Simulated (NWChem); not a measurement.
System: SO, triplet; SMILES S=O

Here is an NWChem input.

```
start job
memory heap 200 mb stack 900 mb global 1100 mb
geometry units angstroms noautoz
  O      0.000000     0.000000    -0.995398
  S      0.000000     0.000000     0.506377
end
basis spherical
  * library aug-cc-pvtz
end
dft
  odft
  mult 3
  xc pbe0
  iterations 150
  mulliken
end
task dft energy
```

All runs use the structure optimised with PBE0/def2-SVP, spin-unrestricted. No stability test was run on the SCF state.

**Question.** Give the results of this calculation. (PBE0/aug-cc-pVTZ, spin-unrestricted.) Quantities: basis functions; energy (Ha); highest occupied level (eV); lowest empty minus highest occupied level, either spin (eV); dipole (D); <S²>.

**Answer.** 
| Property | Result |
|---|---|
| number of basis functions | 96 |
| energy (Ha) | -473.19 |
| highest occupied level (eV) | -7.75 |
| lowest empty minus highest occupied level, either spin (eV) | 4.39 |
| dipole (D) | 1.54 |
| <S²> | 2.01 |
